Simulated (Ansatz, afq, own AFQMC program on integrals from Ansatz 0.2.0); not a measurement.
**Where AFQMC and coupled cluster stand for SiH₄Cl, doublet**

```tsv
atom	x (Å)	y (Å)	z (Å)
Cl	-1.4816	0.0000	0.0000
H	-0.2028	0.0000	0.0000
Si	1.6514	0.0000	0.0000
H	2.1013	-1.4163	0.0000
H	2.1013	0.7081	-1.2265
H	2.1013	0.7081	1.2265
```

Connectivity, by distances: Cl ··· SiH3, 1 bridging H.

Basis cc-pVTZ. Only valence electrons are correlated. Integrals, coupled cluster, full CI and functionals: Ansatz 0.2.0; the random walks run on the same integrals in our own AFQMC program. ph-AFQMC/CISD is guided by a CISD state made of CCSD amplitudes; releasing the constraint for a short imaginary time cuts its bias at the price of noise, slowly where states lie close. ± is one standard error of the sampling.

Determinant: UHF, the one that the program's search chose, which needn't be the lowest solution. The geometry is a point of a scan.

No full CI on the walks' own integrals is used here. The released AFQMC energy serves as the reference, which it does only where one determinant dominates, the energy is flat over the last release times and near the phaseless one (40 meV or 2 meV an electron, half that with transition metals). On small molecules, where full CI could be run and the noise was under 10 meV, such values lay within 10 meV of it in 19 cases of 20, a flattering rate, since the rule was set on those same cases; what remains of the bias isn't in the error bar.

Cautions: the released value is read at 1.50 1/Eh with a noise of 10 meV, more than in the cases checked (meV from the phaseless value at times in 1/Eh: -13 ± 4 at 0.24, -6 ± 5 at 0.51, -9 ± 5 at 0.99, 3 ± 10 at 1.50).

The T1 diagnostic is 0.0121. The weight of the determinant in the CISD state is 0.850. The ⟨S²⟩ of the determinant is 0.762 and the size of the correlated space is 15 electrons in 114 orbitals.

| level | correlation energy (eV) |
| --- | --- |
| MP2 | -9.0092 |
| CCSD | -10.2198 |
| CCSD(T) | -10.5663 |

Question: Estimate where AFQMC with the constraint released lies against CCSD(T) on the same integrals.

Answer: 34.3 ± 10.5 meV below CCSD(T).

Reference: AFQMC with the constraint released, correlation energy -10.601 ± 0.010 eV.

```tsv
level	E − E(reference) (meV)	share of correlation (%)
CCSD(T)	34.3 ± 10.5	99.68
ph-AFQMC/HF	-55.3 ± 32.1	100.52
ph-AFQMC/CISD	-3.3 ± 12.0	100.03
```

A walk keeps the symmetry of its determinant, which the program's search chose and which needn't be the lowest solution, so a lower state of the same spin and another symmetry isn't excluded. Released energies are given only where the last usable release times agree within the noise; a slower fall can still hide under it.
